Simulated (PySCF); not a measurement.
Geometries of 3 isomers of C4H7ClO, from PBE0-D3(BJ)/def2-SVP geometry optimisation, gas phase in PySCF. One conformer each, no zero-point energy, no frequencies.

Task: Which isomer lies lowest at this level?
A.
```xyz
13
angstrom
C      2.438   -0.327   -0.356
C      1.198    0.006   -0.707
C     -0.024   -0.203    0.137
O     -0.722    1.000    0.365
C     -0.994   -1.212   -0.476
Cl    -0.294   -2.846   -0.585
H      3.287   -0.157   -1.023
H      2.648   -0.792    0.612
H      1.016    0.457   -1.694
H      0.278   -0.581    1.127
H     -0.798    1.468   -0.474
H     -1.285   -0.905   -1.492
H     -1.896   -1.265    0.148
```
B.
```xyz
13
angstrom
C      1.847    0.087    0.541
C      0.939    1.072    1.281
C     -0.502    1.014    0.797
C      1.472    2.480    1.151
O      0.976    3.386    0.578
Cl     3.045    2.698    2.001
H      1.478   -0.938    0.690
H      2.881    0.140    0.907
H      1.848    0.294   -0.541
H      0.989    0.837    2.358
H     -1.140    1.724    1.342
H     -0.908    0.002    0.941
H     -0.565    1.263   -0.273
```
C.
```xyz
13
angstrom
C      1.662   -0.986    0.462
O      0.265   -1.005    0.569
C     -0.303    0.239    0.427
C     -1.717    0.292   -0.041
C     -0.614    0.741   -0.952
Cl    -0.426    2.446   -1.333
H      2.019   -2.018    0.581
H      1.995   -0.603   -0.521
H      2.124   -0.359    1.248
H      0.020    0.999    1.155
H     -2.194   -0.661   -0.285
H     -2.371    1.053    0.389
H     -0.351    0.093   -1.792
```

Result: B. That is `CC(C)C(=O)Cl`, 32.8 kcal/mol below the next.

| SMILES | atoms numbered as above | E (Eh) | relative (kcal/mol) | relative (kJ/mol) | dipole (D) |
| --- | --- | --- | --- | --- | --- |
| CC(C)C(=O)Cl | [CH3:1][CH:2]([CH3:3])[C:4](=[O:5])[Cl:6] | -691.35336 | 0.0 | 0.0 | 2.78 |
| C=C[C@@H](O)CCl | [CH2:1]=[CH:2][C@@H:3]([OH:4])[CH2:5][Cl:6] | -691.30107 | 32.8 | 137.3 | 1.78 |
| CO[C@@H]1C[C@H]1Cl | [CH3:1][O:2][C@@H:3]1[CH2:4][C@H:5]1[Cl:6] | -691.28700 | 41.6 | 174.2 | 1.12 |

As drawn, the lowest has a C=O bond, which the highest lacks; the highest has a three-membered ring, which the lowest lacks.
